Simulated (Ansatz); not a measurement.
# AlSiH2 (doublet): from Hartree-Fock to the top rungs, def2-TZVPP

The task here is to estimate one member of a computed series from the others.

The runs use Ansatz 0.2.0, Gaussian basis; def2-TZVPP, core rule «outside noble gas», up to 10 orbitals frozen.

The runs, in order: UHF; ROHF; CCSD(T) on UHF.

2 further runs of the same task are left out: 2 set aside as unsound or not needed.

**What is computed**

The geometry is a PBE0/def2-TZVP stationary point (not a proven minimum).

4 atoms, charge 0, spin multiplicity 2.

Atoms are counted from 1 here; the program's logs count them from 0.

Bond lengths: Si1–Al2 2.453 Å, Al2–H3 1.595 Å, Al2–H4 1.595 Å. Angles: Si1–Al2–H3 120.0°, Si1–Al2–H4 120.0°, H3–Al2–H4 119.9°.

Coordinates:

```
Si    0.0000    0.0000    1.2743
Al    0.0000    0.0000   -1.1788
H     0.0000   -1.3806   -1.9769
H     0.0000    1.3806   -1.9769
```

The first run:

in.yaml reads:

```yaml
crystal:
  periodic: [false, false, false]
  atoms:
    - {symbol: Si, position_ang: [0.000000, 0.000000, 1.274311]}
    - {symbol: Al, position_ang: [0.000000, 0.000000, -1.178752]}
    - {symbol: H, position_ang: [0.000000, -1.380606, -1.976865]}
    - {symbol: H, position_ang: [0.000000, 1.380606, -1.976865]}
basis:
  gaussian: {orbitals: def2-TZVPP}
magnetization: {spin_polarized: true, initial_magnetization: 1}
hamiltonian: {xc: hf}
output: {orbitals: {seedname: orbitals}}
```

The run is started by

```bash
> ansatz run in.yaml --threads 1 --pin off --events-out ev --progress --plain --max-ram 4096MiB --backend cpu
```

Among the steps run: UHF; ROHF; CCSD(T) on UHF.

One table of the session follows, with a row left open; its other results are not shown here.

```
  method  from UCCSD(T) (kJ/mol)
    ROHF                  +529.6
     UHF                       ?
    UMP2                  +133.5
   UCCSD                   +18.2
UCCSD(T)                       0
```

Q: Estimate the row for UHF from the others.

The run gave: from UCCSD(T) (kJ/mol): +504.3. In the column «from UCCSD(T) (kJ/mol)» it lies between UMP2 (+133.5) and ROHF (+529.6).

With the free atoms at the same levels and basis (separate runs), the atomisation energy is 7.654 eV at UCCSD(T), 5.891 eV at ROHF.

Limits of these values: The determinant is far from a pure spin state, so its energy mixes those of several spin states (harmless only where they are near-degenerate, as at dissociation).
